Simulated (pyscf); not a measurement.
Single points on ωB97X-D3(BJ)/def2-SVP structures (PySCF, gas phase).

Estimate the classical barrier height and the reaction energy of F–GaH–SeH + H₂ → H₂Ga–SeH + HF at r²SCAN/def2-TZVP. The step runs on the singlet surface, breaks F–Ga, H–H and forms Ga–H, F–H; take the separated reactants as zero.

ΔE‡ = 23.3 kcal/mol, ΔE = +20.2 kcal/mol. ωB97M-D3(BJ)/def2-TZVP gives 25.8 kcal/mol and +17.7 kcal/mol. Zero-point energy shifts the barrier by +2.6 kcal/mol. It is a four-centre exchange, with an imaginary mode of 1073i cm⁻¹. On the product side the descent ends in a complex (not fully relaxed), 5.9 kcal/mol under the separated species and 13.0 kcal/mol under the saddle at ωB97X-D3(BJ)/def2-TZVP. At the saddle there is also a short Ga–H contact that neither side keeps. One saddle was located; it need not be the lowest between these sides. Elements up to Kr have no core potential and no relativistic terms here.
